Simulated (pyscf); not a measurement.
`[GeH2]=[GeH][GeH3]` + `[H][H]` → `[GeH3][GeH2][GeH3]`, an addition across a multiple bond or ene-type step (singlet surface; H–H broken, Ge–H, Ge–H formed). PySCF, gas phase, ωB97X-D3(BJ)/def2-SVP geometries. Energies in eV from the separated reactants.

AM1 to PM7: differences of heats of formation from MOPAC, which are fitted to 298 K values and so differ in kind from electronic energies by zero-point and thermal terms. 

### Question
In single points PM6 puts the saddle at 2.34 eV and the reaction energy at -0.35 eV. Should these be trusted to within a few kcal/mol? Compare with ωB97M-D3(BJ)/def2-TZVP.

### Answer
ωB97M-D3(BJ)/def2-TZVP gives ΔE‡ = 1.37 eV and ΔE = -1.86 eV. PM6 lies 0.98 eV over it in the barrier and 1.52 eV over it in the reaction energy, so on this step it does not hold to within 0.13 eV. ωB97M-D3(BJ)/def2-TZVP has limits of its own. H₂Ge=GeH–GeH₃ may be a fragile minimum: a first optimisation, from another start, lost the drawn bonds. One saddle was located; it need not be the lowest between these sides. In the def2 sets elements up to Kr have no core potential.
